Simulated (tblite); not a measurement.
C₃H₃PS.
Atom-mapped SMILES: `[cH:1]1[cH:2][s:3][cH:4][p:5]1` (hydrogens: H6 on C1; H7 on C2; H8 on C4)

Computed with GFN2-xTB (tblite), gas phase: L-BFGS steps from a force-field or distance-geometry start until the largest atomic force falls under 0.01 eV/Å.

Step 0: E = -370.1903 eV
```
atom  x, y, z in Å  |  force x, y, z in eV/Å
C1     -0.8690    0.8334    0.1550    1.295  -4.462  -0.998
C2     -1.1191   -0.6651   -0.2063    2.424   6.079   1.570
S3      0.3953   -1.5290   -0.3316    0.827   1.467   0.307
C4      1.7060   -0.1886    0.0096   -3.050   0.937   0.194
P5      0.9370    1.3867    0.3579   -1.618  -3.038  -0.821
H6     -1.6960    1.5343    0.2818    0.467  -0.464  -0.089
H7     -2.1461   -1.0132   -0.3184    0.997  -0.196  -0.021
H8      2.8009   -0.3491    0.0276   -1.340  -0.323  -0.141
```

Task: Estimate the geometry and energy of step 1. (The exact step hangs on the optimiser's Hessian estimate; all steps are aligned on step 0, rigid shifts and turns removed.)

Result: E = -371.2101 eV, largest force 2.443 eV/Å
```
atom  x, y, z in Å  |  force x, y, z in eV/Å
C1     -0.8505    0.7696    0.1407    0.031  -0.903  -0.223
C2     -1.0844   -0.5783   -0.1839    0.563   2.294   0.622
S3      0.4071   -1.5080   -0.3272    0.707   1.101   0.223
C4      1.6624   -0.1752    0.0124   -1.462  -0.248  -0.024
P5      0.9139    1.3433    0.3462   -1.177  -1.364  -0.403
H6     -1.6893    1.5276    0.2805    1.227  -1.193  -0.225
H7     -2.1318   -1.0160   -0.3187    2.024   0.438   0.156
H8      2.7817   -0.3537    0.0256   -1.913  -0.125  -0.126
```

The energy changes by -1.0198 eV. The first-order estimate −F·Δx gives -1.3853 eV and the mean of the old and new forces, exact on a quadratic surface, -0.9725 eV. The step makes an angle of 0° with the force vector and moves no atom by more than 0.096 Å.

The cost below is that of the whole relaxation. The run took under 0.1 s wall on an Arm Neoverse V1 with one thread, no GPU, shared host.
